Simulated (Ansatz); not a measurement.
Saddle point of SiH$_{4}$, singlet (SiH₂ + H₂ → SiH₄; bonds formed: Si1–H3; dative contacts that become bonds: Si1–H2; bonds broken: H2–H3), PBE0-D4/def2-TZVP structure:

```
5
angstrom
Si 0.2277 0.6050 -0.0673
H -0.0345 -0.3867 -1.1951
H -0.3204 -0.9287 -0.2213
H -1.0716 0.7711 0.6401
H 1.1988 -0.0607 0.8436
```

Energies are electronic, without zero-point energy. Barriers and step energies count from the start structure reached by relaxing down the imaginary mode; all methods use the PBE0-D4 structures, on which another method's saddle can fall below an end. Computed with Ansatz 0.2.0 (basis: def2-TZVPP, with def2-QZVPP for the basis limit); correlated methods freeze the cores. B3LYP uses VWN-RPA correlation. Extrapolation: Hartree–Fock as exp(−7.88 √X), correlation as X^−2.97.

```
      method  barrier (eV)  step energy (eV)
       SPW92         0.053            -1.960
      PBE-D4         0.148            -2.050
     BLYP-D4         0.221            -2.127
   r2SCAN-D4         0.117            -2.267
      B97M-V         0.142            -2.205
     PBE0-D4             ?            -2.218
    B3LYP-D4         0.261            -2.261
  r2SCAN0-D4         0.193            -2.347
    BHLYP-D4         0.352            -2.460
CAM-B3LYP-D4         0.273            -2.360
     wB97X-V             ?            -2.410
     wB97M-V         0.301            -2.238
      B2PLYP         0.272            -2.344
    PBE-QIDH         0.260            -2.388
  RPA on PBE             ?            -2.319
          HF         0.552            -2.777
         MP2         0.267            -2.420
        CCSD         0.311            -2.394
     CCSD(T)         0.272            -2.339
```

Q: Fill in the withheld barriers. (Judge from chemistry; the value comes from the calculation.)

A: By the calculation: RPA on PBE 0.263; wB97X-V 0.274; PBE0-D4 0.208 eV. Each is the energy of the saddle less that of the start structure, by the same method.

For comparison, the barrier by CCSD(T) at an estimated basis limit (MP2 extrapolated from triple and quadruple zeta, plus CCSD(T) − MP2 in triple zeta) is 0.259 eV.

No T1 diagnostic of these runs exceeds 0.016. The restricted Hartree–Fock reference is unstable towards an unrestricted one at one or more of these structures.

Losses and insertions of silylenes and their heavier kin drive the gas-phase chemistry of silicon and germanium vapour deposition.

For scale, one of the runs: CCSD(T)/def2-TZVPP, 98 basis functions, launched by `ansatz run in.yaml --threads 2 --pin off --events-out ev --progress --plain --max-ram 4352MiB`. The run took about 1 s on 2 CPU threads of an Arm Neoverse V1 (shared host).
